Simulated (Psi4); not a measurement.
# triplet PN at 6 levels

We compute a comparison of 6 runs (U-revPBE/aug-cc-pVTZ, U-wB97X/aug-cc-pVTZ, UBHLYP/aug-cc-pVTZ, UCAM-B3LYP/aug-cc-pVTZ, UM06-2X/aug-cc-pVTZ, UM06-L/aug-cc-pVTZ) of triplet PN. 

Program for the calculation: Psi4 1.11.

### 1 The structure to begin with

PN: 2 atoms, total charge 0, spin state triplet. SMILES of the parent species: `N#P`. The bond length is the one measured for the parent species. That shape belongs to the parent species and isn't relaxed for this state.

Bond lengths: N1–P2 1.491 Å.

### 2 Energy and forces at U-revPBE/aug-cc-pVTZ (run 1)

The input, job.py:

```python
import psi4

psi4.set_memory('1600 MB')
psi4.set_num_threads(1)
psi4.set_output_file('output.dat', False)

geom = psi4.geometry("""
0 3
N      0.000000     0.000000     0.000000
P      0.000000     0.000000     1.490866
symmetry c1
""")

psi4.set_options({
    'basis': 'aug-cc-pVTZ',
    'reference': 'uks',
    'puream': True,
    'e_convergence': 1e-09,
    'd_convergence': 1e-08,
    'scf_type': 'pk',
    'dft_radial_points': 99,
    'dft_spherical_points': 590,
    'maxiter': 100,
})

e, wfn = psi4.gradient('revpbe', molecule=geom, return_wfn=True)
psi4.oeprop(wfn, 'QUADRUPOLE', 'DIPOLE', 'MAYER_INDICES')
print('gradient / Eh bohr^-1')
print(e.np.round(6))
print(f'energy = {wfn.energy():.10f} Eh')
```

Run with:

```bash
python job.py
```

output.dat:

```text
[...]
  Running in c1 symmetry.
[...]
  Nuclear repulsion =   37.269350243650337
[...]
  Multiplicity = 3
[...]
  Nalpha       = 12
  Nbeta        = 10
[...]
    Number of basis functions: 96
[...]
   @UKS iter   1:  -395.40199847635063    2.15270e-01   1.04088e-02 ADIIS/DIIS
[...]
   @UKS iter  14:  -395.88173702068025   -2.33058e-12   1.81838e-09 DIIS
[...]
   @S^2 Observed:                2.010096169E+00
[...]
  @UKS Final Energy:  -395.88173702068025
   => Energetics <=
    Nuclear Repulsion Energy =             37.2693502436503366
    One-Electron Energy =                -619.4104011038951967
    Two-Electron Energy =                 216.2190883713346352
    DFT Exchange-Correlation Energy =     -29.9597745317700408
    Empirical Dispersion Energy =           0.0000000000000000
    VV10 Nonlocal Energy =                  0.0000000000000000
    Total Energy =                       -395.8817370206802480
[...]
  -Total Gradient:
     Atom            X                  Y                   Z
    ------   -----------------  -----------------  -----------------
       1        0.000000000000    -0.000000000000     0.078079655031
       2        0.000000000001    -0.000000000001    -0.078079528749
[...]
```

The script printed:

```text
gradient / Eh bohr^-1
[[ 0.      -0.       0.07808]
 [ 0.      -0.      -0.07808]]
energy = -395.8817370207 Eh
```

Run time: 20 s. Hardware: 1 thread of Intel Xeon Platinum 8488C (Sapphire Rapids), shared host; peak memory 0.88 GiB.

### 3 Energy and gradient at U-wB97X/aug-cc-pVTZ (run 2)

The input, np.json:

```json
{
  "schema_name": "qcschema_input",
  "schema_version": 1,
  "molecule": {
    "schema_name": "qcschema_molecule",
    "schema_version": 2,
    "symbols": ["N", "P"],
    "geometry": [0.0, 0.0, 0.0, 0.0, 0.0, 2.81732843],
    "molecular_charge": 0,
    "molecular_multiplicity": 3,
    "fix_symmetry": "c1"
  },
  "driver": "gradient",
  "model": {
    "method": "wb97x",
    "basis": "aug-cc-pVTZ"
  },
  "keywords": {
    "reference": "uks",
    "puream": true,
    "e_convergence": 1e-09,
    "d_convergence": 1e-08,
    "scf_type": "pk",
    "dft_radial_points": 99,
    "dft_spherical_points": 590,
    "maxiter": 100,
    "scf_properties": ["WIBERG_LOWDIN_INDICES", "LOWDIN_CHARGES", "QUADRUPOLE"]
  }
}
```

Run with:

```bash
psi4 --qcschema np.json -n 1 --memory 1600MB
```

stdout:

```text
[...]
  Running in c1 symmetry.
[...]
  Nuclear repulsion =   37.269350240433290
[...]
  Multiplicity = 3
[...]
  Nalpha       = 12
  Nbeta        = 10
[...]
    Number of basis functions: 96
[...]
   @UKS iter   1:  -395.69166478809552   -3.55590e-01   7.06919e-03 DIIS/ADIIS
[...]
   @UKS iter  16:  -395.92366927924638   -3.14913e-11   7.70635e-09 DIIS
[...]
   @S^2 Observed:                2.027901097E+00
[...]
  @UKS Final Energy:  -395.92366927924638
   => Energetics <=
    Nuclear Repulsion Energy =             37.2693502404332904
    One-Electron Energy =                -619.4706310700253198
    Two-Electron Energy =                 208.7615532423305638
    DFT Exchange-Correlation Energy =     -22.4839416919849029
    Empirical Dispersion Energy =           0.0000000000000000
    VV10 Nonlocal Energy =                  0.0000000000000000
    Total Energy =                       -395.9236692792463828
[...]
  -Total Gradient:
     Atom            X                  Y                   Z
    ------   -----------------  -----------------  -----------------
       1        0.000000000000     0.000000000000     0.056189405678
       2       -0.000000000000     0.000000000000    -0.055439458361
[...]
```

The result, in JSON:

```text
{
 "driver": "gradient",
 "model": {
  "method": "wb97x",
  "basis": "aug-cc-pVTZ"
 },
 "success": true,
 "return_result": [1.8165937861657538e-14, 1.9384041373160017e-14, 0.05618940567750447, -2.011345661043508e-13, 1.843813275298009e-13, -0.055439458361166705],
 "properties": {
  "calcinfo_nbasis": 96,
  "calcinfo_nmo": 96,
  "calcinfo_nalpha": 12,
  "calcinfo_nbeta": 10,
  "calcinfo_natom": 2,
  "nuclear_repulsion_energy": 37.26935024043329,
  "return_energy": -395.9236692792464,
  "return_gradient": [1.8165937861657538e-14, 1.9384041373160017e-14, 0.05618940567750447, -2.011345661043508e-13, 1.843813275298009e-13, -0.055439458361166705],
  "scf_one_electron_energy": -619.4706310700253,
  "scf_two_electron_energy": 208.76155324233056,
  "scf_xc_energy": -22.483941691984903,
  "scf_dipole_moment": [6.618675504450188e-16, -6.776514514325635e-15, 0.44178910166701746],
  "scf_total_energy": -395.9236692792464,
  "scf_total_gradient": [1.8165937861657538e-14, 1.9384041373160017e-14, 0.05618940567750447, -2.011345661043508e-13, 1.843813275298009e-13, -0.055439458361166705],
  "scf_iterations": 16
 }
}
```

Run time: 42 s. Hardware: 1 thread of Intel Xeon Platinum 8488C (Sapphire Rapids), shared host; peak memory 0.96 GiB.

### 4 The energy at UBHLYP/aug-cc-pVTZ (run 3)

The input, input.dat:

```
memory 1.6 GB

molecule {
  0 3
  N      0.000000     0.000000     0.000000
  P      0.000000     0.000000     1.490866
  symmetry c1
  no_reorient
  no_com
}

set globals {
  basis                aug-cc-pVTZ
  reference            uks
  puream               true
  e_convergence        1e-09
  d_convergence        1e-08
  scf_type             pk
  dft_radial_points    99
  dft_spherical_points 590
  maxiter              100
}

e, wfn = energy('bhhlyp', return_wfn=True)
oeprop(wfn, 'MAYER_INDICES', 'LOWDIN_CHARGES', 'QUADRUPOLE')
```

Run with:

```bash
psi4 input.dat output.dat -n 1
```

output.dat:

```text
[...]
  Running in c1 symmetry.
[...]
  Nuclear repulsion =   37.269350243650337
[...]
  Multiplicity = 3
[...]
  Nalpha       = 12
  Nbeta        = 10
[...]
    Number of basis functions: 96
[...]
   @UKS iter   1:  -395.64179107757133   -2.15866e-01   7.57794e-03 ADIIS/DIIS
[...]
   @UKS iter  15:  -395.92066594440109   -8.01492e-12   6.82368e-09 DIIS
[...]
   @S^2 Observed:                2.044645944E+00
[...]
  @UKS Final Energy:  -395.92066594440109
   => Energetics <=
    Nuclear Repulsion Energy =             37.2693502436503366
    One-Electron Energy =                -619.4699237741592697
    Two-Electron Energy =                 201.7293784699147636
    DFT Exchange-Correlation Energy =     -15.4494708838069403
    Empirical Dispersion Energy =           0.0000000000000000
    VV10 Nonlocal Energy =                  0.0000000000000000
    Total Energy =                       -395.9206659444010938
[...]
 Multipole Moments:
 ------------------------------------------------------------------------------------
     Multipole            Electronic (a.u.)      Nuclear  (a.u.)        Total (a.u.)
 ------------------------------------------------------------------------------------
 L = 1.  Multiply by 2.5417464519 to convert [e a0] to [Debye]
 Dipole X            :          0.0000000            0.0000000            0.0000000
 Dipole Y            :          0.0000000            0.0000000            0.0000000
 Dipole Z            :        -41.8154648           42.2599264            0.4444616
 Magnitude           :                                                    0.4444616
 L = 2.  Multiply by 1.3450342976 to convert [e a0^2] to [Debye ang]
 Quadrupole XX       :        -15.0866352            0.0000000          -15.0866352
 Quadrupole XY       :          0.0049441            0.0000000            0.0049441
[...]
```

Wall time 12 s (1 thread of Intel Xeon Platinum 8488C (Sapphire Rapids), shared host); peak memory 0.88 GiB.

Runs 4 to 5 aren't shown in full; the table further down has their settings and results.

### 5 A single-point energy at UM06-L/aug-cc-pVTZ (run 6)

The input, np.xyz:

```xyz
2
NP
N      0.000000     0.000000     0.000000
P      0.000000     0.000000     1.490866
```

The input, run.py:

```python
import psi4

psi4.set_memory(1600000000)
psi4.set_num_threads(1)
psi4.set_output_file('np.out', False)

with open('np.xyz') as f:
    atoms = ''.join(f.readlines()[2:])
geom = psi4.geometry('0 3\n' + atoms + 'symmetry c1')

options = {'reference': 'uks', 'puream': True, 'e_convergence': 1e-09, 'd_convergence': 1e-08, 'scf_type': 'pk', 'dft_radial_points': 99, 'dft_spherical_points': 590, 'maxiter': 100}
psi4.set_options(options)

result, w = psi4.energy("m06-l/aug-cc-pVTZ", molecule=geom, return_wfn=True)
psi4.oeprop(w, "QUADRUPOLE", "MULLIKEN_CHARGES", "LOWDIN_CHARGES")
print(f'total energy {result:.8f} hartree = {result * 27.211386:.5f} eV')
```

Run with:

```bash
python run.py
```

np.out:

```text
[...]
  Running in c1 symmetry.
[...]
  Nuclear repulsion =   37.269350243650337
[...]
  Multiplicity = 3
[...]
  Nalpha       = 12
  Nbeta        = 10
[...]
    Number of basis functions: 96
[...]
   @UKS iter   1:  -395.53401397223683    8.36199e-02   9.53045e-03 DIIS/ADIIS
[...]
   @UKS iter  14:  -395.94095183231934   -2.83080e-11   8.81215e-09 DIIS
[...]
   @S^2 Observed:                2.024300027E+00
[...]
  @UKS Final Energy:  -395.94095183231934
   => Energetics <=
    Nuclear Repulsion Energy =             37.2693502436503366
    One-Electron Energy =                -619.6659433130935213
    Two-Electron Energy =                 216.5222179741531079
    DFT Exchange-Correlation Energy =     -30.0665767370293437
    Empirical Dispersion Energy =           0.0000000000000000
    VV10 Nonlocal Energy =                  0.0000000000000000
    Total Energy =                       -395.9409518323193424
[...]
 Multipole Moments:
 ------------------------------------------------------------------------------------
     Multipole            Electronic (a.u.)      Nuclear  (a.u.)        Total (a.u.)
 ------------------------------------------------------------------------------------
 L = 1.  Multiply by 2.5417464519 to convert [e a0] to [Debye]
 Dipole X            :         -0.0000000            0.0000000           -0.0000000
 Dipole Y            :         -0.0000000            0.0000000           -0.0000000
 Dipole Z            :          0.8633121           -0.4240837            0.4392284
 Magnitude           :                                                    0.4392284
 L = 2.  Multiply by 1.3450342976 to convert [e a0^2] to [Debye ang]
 Quadrupole XX       :        -14.8744519            0.0000000          -14.8744519
 Quadrupole XY       :          0.0673057            0.0000000            0.0673057
[...]
```

Standard output:

```text
total energy -395.94095183 hartree = -10774.10207 eV
```

Run time: 20 s. Hardware: 1 thread of Intel Xeon Platinum 8488C (Sapphire Rapids), shared host; peak memory 0.94 GiB.

### 6 All runs side by side

```csv
run,level,task,energy (Eh),dipole moment (D),HOMO energy (eV),⟨S²⟩,wall time
1,U-revPBE/aug-cc-pVTZ,gradient,-395.881737,1.15,-4.04,2.010,20 s
2,U-wB97X/aug-cc-pVTZ,gradient,-395.923669,1.12,-7.50,2.028,42 s
3,UBHLYP/aug-cc-pVTZ,energy,-395.920666,1.13,-6.35,2.045,12 s
4,UCAM-B3LYP/aug-cc-pVTZ,energy,-395.936285,1.19,-6.54,2.023,22 s
5,UM06-2X/aug-cc-pVTZ,gradient,-395.910316,1.14,-6.16,2.019,31 s
6,UM06-L/aug-cc-pVTZ,energy,-395.940952,1.12,-4.06,2.024,20 s
```

### 7 Summary of results

| quantity | value |
| --- | --- |
| run 6: total energy | -395.94095 Eh |
| run 6: dipole moment | 1.12 D |
| run 6: HOMO energy (highest over α and β) | -4.06 eV |
| run 6: ⟨S²⟩ | 2.024 |

In words: The dipole moment (its size) runs from 1.12 D (UM06-L/aug-cc-pVTZ) to 1.19 D (UCAM-B3LYP/aug-cc-pVTZ). Totals of different functionals can't be ranked against each other. All runs together took 2.4 min, the longest 42 s.
